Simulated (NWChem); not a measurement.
# C2H8N2 (1,2-dimethylhydrazine) at 3 levels

Aim: a comparison of 3 runs (HF/cc-pVDZ, MP2/cc-pVDZ, CCSD(T)/cc-pVDZ) of C2H8N2 (1,2-dimethylhydrazine). 

The calculation is run with NWChem 7.3.0.

## 1. The structure to begin with

The species is C2H8N2 (12 atoms), meant as a singlet with charge 0. As SMILES, `CNNC`. Geometry: relaxed at PBE0-D4/def2-TZVP. This is one conformer, not always the lowest.

Bond lengths: C1–N2 1.449 Å, N2–N3 1.406 Å, N3–C4 1.449 Å, C1–H5 1.100 Å, C1–H6 1.092 Å, C1–H7 1.094 Å, N2–H8 1.011 Å, N3–H9 1.011 Å, C4–H10 1.100 Å, C4–H11 1.094 Å, C4–H12 1.092 Å. Some angles: C1–N2–N3 117.1°, N2–N3–C4 117.1°, C1–N2–H8 111.1°, N3–N2–H8 107.8°, N2–C1–H5 115.4°, N2–C1–H6 108.1°, N2–C1–H7 109.5°, N2–N3–H9 107.8°, C4–N3–H9 111.1°, N3–C4–H10 115.4°.

## 2. Energy and gradient at HF/cc-pVDZ (run 1)

Contents of run.py:

```python
from ase import Atoms
from ase.calculators.nwchem import NWChem

atoms = Atoms(['C', 'N', 'N', 'C', 'H', 'H', 'H', 'H', 'H', 'H', 'H', 'H'], positions=[
    [-1.080800, 0.964670, -0.249390],
    [-0.854860, -0.036820, 0.772500],
    [0.460130, -0.508810, 0.926440],
    [1.204520, -0.793650, -0.283120],
    [-0.832040, 0.656880, -1.275390],
    [-2.137250, 1.240970, -0.226540],
    [-0.500310, 1.861790, -0.015120],
    [-1.456830, -0.837870, 0.635930],
    [0.957460, 0.147610, 1.513360],
    [1.351280, 0.060870, -0.959530],
    [0.699840, -1.586040, -0.843560],
    [2.188870, -1.169600, 0.004410],
])

calc = NWChem(
    label='run',
    theory='scf',
    memory='2200 mb',
    basis='cc-pVDZ',
    basispar='spherical bse',
    scf={'nopen': '0', 'rhf': None, 'thresh': '1e-08', 'maxiter': '80'},
)
atoms.calc = calc

forces = atoms.get_forces()
print(f"energy = {atoms.get_potential_energy():.6f} eV")
print("forces (eV/A):")
for s, f in zip(atoms.symbols, forces):
    print(f"{s:2s} {f[0]:10.5f} {f[1]:10.5f} {f[2]:10.5f}")
print("dipole (e A):", atoms.get_dipole_moment().round(4))
```

Run with:

```
$ export ASE_NWCHEM_COMMAND="nwchem PREFIX.nwi > PREFIX.nwo"
$ python run.py
```

Log:

```text
energy = -5149.659128 eV
forces (eV/A):
C    -0.05420    0.04433   -0.04366
N    -0.08423   -0.29881   -0.03579
N     0.05204    0.25454    0.17360
C     0.07261   -0.01949   -0.03440
H    -0.05903    0.02381    0.10516
H     0.02982   -0.00859    0.00211
H    -0.01008   -0.03409   -0.01954
H     0.23788    0.28472    0.00936
H    -0.18270   -0.20847   -0.24677
H     0.01440   -0.08536    0.08690
H     0.01260    0.03759    0.00874
H    -0.02905    0.00977   -0.00576
dipole (e A): [ 0.066   0.0913 -0.2842]
```

The calculator wrote run.nwi:

```
title "run"

permanent_dir run

scratch_dir run

start run

geometry units angstrom nocenter noautosym noautoz
  C  -1.0808000000000000e+00 9.6467000000000003e-01 -2.4939000000000000e-01
  N  -8.5485999999999995e-01 -3.6819999999999999e-02 7.7249999999999996e-01
  N  4.6012999999999998e-01 -5.0880999999999998e-01 9.2644000000000004e-01
  C  1.2045200000000000e+00 -7.9364999999999997e-01 -2.8311999999999998e-01
  H  -8.3204000000000000e-01 6.5688000000000002e-01 -1.2753900000000000e+00
  H  -2.1372499999999999e+00 1.2409699999999999e+00 -2.2653999999999999e-01
  H  -5.0031000000000003e-01 1.8617900000000001e+00 -1.5120000000000000e-02
  H  -1.4568300000000001e+00 -8.3787000000000000e-01 6.3593000000000000e-01
  H  9.5745999999999998e-01 1.4760999999999999e-01 1.5133600000000000e+00
  H  1.3512800000000000e+00 6.0870000000000000e-02 -9.5952999999999999e-01
  H  6.9984000000000002e-01 -1.5860399999999999e+00 -8.4355999999999998e-01
  H  2.1888700000000001e+00 -1.1696000000000000e+00 4.4099999999999999e-03
end

memory 2200 mb

basis spherical bse noprint
   * library cc-pVDZ
end

scf
  nopen 0
  rhf
  thresh 1e-08
  maxiter 80
end

task scf gradient
```

run.nwo:

```text
Northwest Computational Chemistry Package (NWChem) 7.3.0
             --------------------------------------------------------

           Job information
           ---------------

    nwchem branch   = 7.3.0
    use scalapack   = T
    input           = run.nwi
    prefix          = run.
    data base       = run/run.db
    status          = startup
    nproc           =        1

           Memory information
           ------------------

    heap     =     72089594 doubles =      550.0 Mbytes
    stack    =     72089599 doubles =      550.0 Mbytes
    global   =    144179200 doubles =     1100.0 Mbytes (distinct from heap & stack)
    total    =    288358393 doubles =     2200.0 Mbytes
    verify   = yes
    hardfail = no

           Directory information
           ---------------------

  0 permanent = run
  0 scratch   = run

                                NWChem Input Module
                                -------------------

                                        run
                                        ---

[... 128 lines left out ...]
 Convergence threshold     :          1.000E-08
[... 12 lines left out ...]
       Final RHF  results
[... 3 lines left out ...]
      One-electron energy =   -528.483681303388
[... 1 line left out ...]
 Nuclear repulsion energy =    137.589592080133
[... 35 lines left out ...]
                       ROHF Final Molecular Orbital Analysis
[... 219 lines left out ...]
     1   1 0 0      0.124799      0.000000     -3.306586
[... 8 lines of this table left out ...]
     2   0 0 2    -21.663311      0.000000     60.867327

                              NWChem Gradients Module
                              -----------------------

                                        run

  wavefunction    =   RHF

                         RHF ENERGY GRADIENTS

    atom               coordinates                        gradient
                 x          y          z           x          y          z
   1 C      -2.042416   1.822962  -0.471279    0.001054  -0.000862   0.000849
   2 N      -1.615451  -0.069580   1.459813    0.001638   0.005811   0.000696
   3 N       0.869520  -0.961511   1.750718   -0.001012  -0.004950  -0.003376
[... 8 lines of this table left out ...]
  12 H       4.136365  -2.210224   0.008334    0.000565  -0.000190   0.000112

                 ----------------------------------------
                 |  Time  |  1-e(secs)   |  2-e(secs)   |
                 ----------------------------------------
                 |  CPU   |       0.02   |       5.93   |
                 ----------------------------------------
                 |  WALL  |       0.02   |       5.93   |
                 ----------------------------------------

 Task  times  cpu:       43.3s     wall:       43.3s
 Total times  cpu:       43.3s     wall:       43.3s
```

It took 45 s on 1 thread of Intel Xeon Platinum 8259CL at 2.50GHz (Skylake/Cascade Lake), shared host; peak memory 0.1 GiB.

## 3. Energy and gradient at MP2/cc-pVDZ (run 2)

Contents of geom.nw:

```
start geom
memory 2200 mb

geometry units angstroms noautosym nocenter noautoz
  C    -1.080800    0.964670   -0.249390
  N    -0.854860   -0.036820    0.772500
  N     0.460130   -0.508810    0.926440
  C     1.204520   -0.793650   -0.283120
  H    -0.832040    0.656880   -1.275390
  H    -2.137250    1.240970   -0.226540
  H    -0.500310    1.861790   -0.015120
  H    -1.456830   -0.837870    0.635930
  H     0.957460    0.147610    1.513360
  H     1.351280    0.060870   -0.959530
  H     0.699840   -1.586040   -0.843560
  H     2.188870   -1.169600    0.004410
end

basis spherical bse
  * library cc-pVDZ
end

scf
  thresh 1e-08
  maxiter 80
  print medium
end

mp2
  freeze core 4
  tight
end

task mp2 gradient
```

Run with:

```
$ nwchem geom.nw > geom.out
```

Log:

```text
[...]
  functions       =    96
[...]
  wavefunction    = RHF
[...]
         Total SCF energy =   -189.246483940227
      One-electron energy =   -528.483681303397
      Two-electron energy =    201.647605283037
 Nuclear repulsion energy =    137.589592080133
        Time for solution =     34.2s
[...]
          Total MP2 energy          -189.880581601852
[...]
                         mp2 ENERGY GRADIENTS
    atom               coordinates                        gradient
                 x          y          z           x          y          z
   1 C      -2.042416   1.822962  -0.471279   -0.000369   0.001693   0.002040
   2 N      -1.615451  -0.069580   1.459813    0.002009  -0.006830  -0.010032
   3 N       0.869520  -0.961511   1.750718    0.001329   0.011440  -0.004322
   4 C       2.276213  -1.499781  -0.535019   -0.000270  -0.002566   0.000690
   5 H      -1.572328   1.241323  -2.410138   -0.001269   0.001029   0.006623
   6 H      -4.038817   2.345093  -0.428099    0.006774  -0.001693  -0.000118
   7 H      -0.945449   3.518273  -0.028573   -0.004037  -0.005292  -0.001532
   8 H      -2.753010  -1.583345   1.201733    0.003827   0.006857   0.003270
   9 H       1.809337   0.278942   2.859836   -0.003900  -0.006955  -0.002961
  10 H       2.553549   0.115028  -1.813249   -0.001377  -0.004690   0.004766
  11 H       1.322506  -2.997181  -1.594097    0.003594   0.004677   0.003443
[...]
```

Run time: 94 s. Hardware: 1 thread of Intel Xeon Platinum 8259CL at 2.50GHz (Skylake/Cascade Lake), shared host; peak memory 0.34 GiB.

## 4. A single-point energy at CCSD(T)/cc-pVDZ (run 3)

Contents of c2h8n2.xyz:

```xyz
12
C2H8N2 energy
C     -1.080800     0.964670    -0.249390
N     -0.854860    -0.036820     0.772500
N      0.460130    -0.508810     0.926440
C      1.204520    -0.793650    -0.283120
H     -0.832040     0.656880    -1.275390
H     -2.137250     1.240970    -0.226540
H     -0.500310     1.861790    -0.015120
H     -1.456830    -0.837870     0.635930
H      0.957460     0.147610     1.513360
H      1.351280     0.060870    -0.959530
H      0.699840    -1.586040    -0.843560
H      2.188870    -1.169600     0.004410
```

Contents of c2h8n2.nw:

```
start c2h8n2
title "C2H8N2 energy"
memory total 2200 mb

geometry units angstroms noautosym nocenter noautoz
load format xyz c2h8n2.xyz
end

basis spherical bse
* library cc-pVDZ
end

scf
thresh 1e-08
maxiter 80
print medium
end

ccsd
freeze core 4
maxiter 60
end

task ccsd(t) energy
```

Run with:

```
$ nwchem c2h8n2.nw > c2h8n2.out
```

Log:

```text
[...]
  functions       =    96
[...]
  wavefunction    = RHF
[...]
         Total SCF energy =   -189.246483940220
      One-electron energy =   -528.483681303403
      Two-electron energy =    201.647605283050
 Nuclear repulsion energy =    137.589592080133
        Time for solution =     36.3s
[...]
 Total MP2 energy:           -189.880581601844113
[...]
             energy      energy      error      ampl     ampl      Block
                                                time     time      time
[...]
 Total CCSD energy:           -189.931832533359596
[...]
 Total CCSD+T(CCSD) energy:           -189.951196254683907
[...]
 Total CCSD(T) energy:                -189.950717437517085
[...]
```

Run time: 4.7 min. Hardware: 1 thread of Intel Xeon Platinum 8259CL at 2.50GHz (Skylake/Cascade Lake), shared host; peak memory 0.34 GiB.

## 5. The series

```csv
run,level,module,frozen core orbitals,energy (Eh),dipole moment (D),HOMO energy (eV),LUMO energy (eV),wall time
1,HF/cc-pVDZ,scf,–,-189.246484,1.47,-9.96,4.93,45 s
2,MP2/cc-pVDZ,mp2,4,-189.880582,1.28,-9.96,4.93,94 s
3,CCSD(T)/cc-pVDZ,ccsd(t),4,-189.950717,–,-9.96,4.93,4.7 min
```

## 6. Results

| quantity | value |
| --- | --- |
| run 3: total energy | -189.95072 Eh |
| run 3: HOMO energy (Hartree–Fock orbitals) | -9.96 eV |
| run 3: LUMO energy (Hartree–Fock orbitals) | 4.93 eV |
| run 3: HOMO–LUMO gap (Hartree–Fock orbitals) | 14.89 eV |
| run 3: correlation energy (4 core orbitals frozen) | -704.2 mEh |
| run 3: (T) correction | -18.88 mEh |

**Reading.** Below the HF energy at the same shape and in the same basis (cc-pVDZ): MP2 -634.1 mEh; CCSD(T) -704.2 mEh. All runs together took 7 min, the longest 4.7 min.
